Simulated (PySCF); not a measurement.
**BH (SMILES [BH]) at 6 levels**

Wanted: a comparison of 6 runs (B3LYP/ccECP-cc-pVDZ, PBE/ccECP-cc-pVDZ, UPBE0/ccECP-cc-pVDZ, UMP2/ccECP-cc-pVDZ, NEVPT2(4,5)/ccECP-cc-pVDZ, UCCSD(T)/ccECP-cc-pVDZ) of BH. Input form: a Python script.

Program for the calculation: PySCF 2.14.0.

12 further runs of the same task are left out: 12 set aside as unsound or not needed.

### Step 1. The structure to begin with

The species is BH (2 atoms), meant as a singlet with charge 0. SMILES: `[BH]`. The B1–H2 distance was set to 1.479 Å, away from the relaxed value.

Bond lengths: B1–H2 1.479 Å.

### Step 2. The energy at B3LYP/ccECP-cc-pVDZ (core potential) (run 1)

Contents of calc.py:

```python
from pyscf import gto, dft

mol = gto.M(
    atom='''
B      0.000000     0.000000    -0.465817
H      0.000000     0.000000     2.328898
''',
    verbose=4,
    ecp='ccecp',
    unit='bohr',
    basis='ccecp-cc-pvdz',
    max_memory=1860,
)

calc0 = dft.RKS(mol)
calc0.xc = 'b3lyp'
calc0.grids.level = 5
calc0.conv_tol = 1e-10
calc0.kernel()
if not calc0.converged:
    calc0 = calc0.newton().run(calc0.mo_coeff, calc0.mo_occ)

e_final = calc0.e_tot
print('E(%s) = %.9f' % ('B3LYP', e_final))
```

Command:

```console
$ OMP_NUM_THREADS=1 python calc.py
```

Output:

```text
PySCF version 2.14.0

[... 64 lines left out ...]
converged SCF energy = -3.22922301993874
E(B3LYP) = -3.229223020
```

It took 0.98 s on 1 thread of Arm Neoverse V2, shared host; peak memory 0.16 GiB.

### Step 3. A single-point energy at PBE/ccECP-cc-pVDZ (core potential) (run 2)

Contents of run.py:

```python
from pyscf import gto, dft

mol = gto.Mole()
mol.atom = [
    ('B', (0.000000, 0.000000, -0.246500)),
    ('H', (0.000000, 0.000000, 1.232400)),
]
mol.max_memory = 1860
mol.verbose = 3
mol.ecp = 'ccecp'
mol.basis = 'ccecp-cc-pvdz'
mol.spin = 0
mol.build()

ks = dft.RKS(mol, xc='pbe')
ks.grids.level = 5
ks.conv_tol = 1e-10
ks.kernel()
if not ks.converged:
    ks = ks.newton().run(ks.mo_coeff, ks.mo_occ)

e_tot = ks.e_tot
print(f'total energy: {e_tot:.8f} hartree')
```

Command:

```console
$ OMP_NUM_THREADS=1 python run.py
```

Output:

```text
converged SCF energy = -3.21656839706521
total energy: -3.21656840 hartree
```

Wall time 0.9 s (1 thread of Arm Neoverse V2, shared host); peak memory 0.16 GiB.

Runs 3 to 5 aren't shown in full; the table further down has their settings and results.

### Step 4. A single-point energy at UCCSD(T)/ccECP-cc-pVDZ (core potential) (run 6)

Contents of job.py:

```python
from pyscf import gto, scf, cc

molecule = gto.Mole()
molecule.atom = 'B 0.000000 0.000000 -0.246500; H 0.000000 0.000000 1.232400'
molecule.max_memory = 1860
molecule.charge = 0
molecule.basis = 'ccecp-cc-pvdz'
molecule.verbose = 3
molecule.ecp = {'B': 'ccecp', 'H': 'ccecp'}
molecule.build()

hf = scf.UHF(molecule)
hf.conv_tol = 1e-10
hf.kernel()
if not hf.converged:
    hf = hf.newton().run(hf.mo_coeff, hf.mo_occ)
for _ in range(3):
    mo, _, stable, _ = hf.stability(return_status=True)
    if stable:
        break
    hf.kernel(hf.make_rdm1(mo, hf.mo_occ))

mycc = cc.CCSD(hf)
mycc.kernel()
e_t = mycc.ccsd_t()
e_final = mycc.e_tot + e_t
print('E = %.10f Eh' % e_final)
```

Command:

```console
$ OMP_NUM_THREADS=1 python job.py
```

Output:

```text
converged SCF energy = -3.12268734376268  <S^2> = 3.8524739e-13  2S+1 = 1
<class 'pyscf.scf.uhf.UHF'> wavefunction has an internal instability
converged SCF energy = -3.12785157912228  <S^2> = 0.42607773  2S+1 = 1.6444789
<class 'pyscf.scf.uhf.UHF'> wavefunction is stable in the internal stability analysis
E(UCCSD) = -3.215468000279119  E_corr = -0.08761642115683892
UCCSD(T) correction = -0.00164485742283049
E = -3.2171128577 Eh
```

Wall time 0.78 s (1 thread of Arm Neoverse V2, shared host); peak memory 0.12 GiB.

### Step 5. Overview of the runs

| run | level | follow instability | integration grid | energy (Eh) | dipole moment (D) of the reference | HOMO energy (eV) | LUMO energy (eV) | wall time |
| --- | --- | --- | --- | --- | --- | --- | --- | --- |
| 1 | B3LYP/ccECP-cc-pVDZ (core potential) | – | 5 | -3.229223 | 0.88 | -6.67 | -2.54 | 0.98 s |
| 2 | PBE/ccECP-cc-pVDZ (core potential) | – | 5 | -3.216568 | 0.85 | -5.68 | -3.41 | 0.9 s |
| 3 | UPBE0/ccECP-cc-pVDZ (core potential) | yes | 5 | -3.218113 | 0.76 | -6.95 | -2.33 | 14 s |
| 4 | UMP2/ccECP-cc-pVDZ (core potential) | yes | – | -3.179793 | 0.60 | -10.03 | 1.37 | 0.64 s |
| 5 | NEVPT2(4,5)/ccECP-cc-pVDZ (core potential) | – | – | -3.206346 | 0.99 | -9.56 | 1.26 | 0.8 s |
| 6 | UCCSD(T)/ccECP-cc-pVDZ (core potential) | yes | – | -3.217113 | 0.60 | -10.03 | 1.37 | 0.78 s |

### Step 6. Summary of results

| quantity | value |
| --- | --- |
| run 6: total energy | -3.21711 Eh |
| run 6: dipole moment (Hartree–Fock density) | 0.60 D |
| run 6: HOMO energy (Hartree–Fock orbitals) | -10.03 eV |
| run 6: LUMO energy (Hartree–Fock orbitals) | 1.37 eV |
| run 6: HOMO–LUMO gap (Hartree–Fock orbitals) | 11.40 eV |
| run 6: correlation energy | -89.3 mEh |
| run 6: (T) correction | -1.64 mEh |
| run 6: ⟨S²⟩ of the reference determinant | 0.426 |
| run 6: T1 diagnostic | 0.151 |

What this shows: Over runs 1, 2, 3 the dipole moment (its size) runs from 0.76 D (UPBE0/ccECP-cc-pVDZ) to 0.88 D (B3LYP/ccECP-cc-pVDZ). Over runs 1, 2, 3 the HOMO–LUMO gap runs from 2.27 eV (PBE/ccECP-cc-pVDZ) to 4.62 eV (UPBE0/ccECP-cc-pVDZ). Totals of different functionals can't be ranked against each other. Spin contamination of the reference: run 4 ⟨S²⟩ = 0.43, run 6 ⟨S²⟩ = 0.43, run 3 ⟨S²⟩ = 0.20. All runs together took 18 s, the longest 14 s.
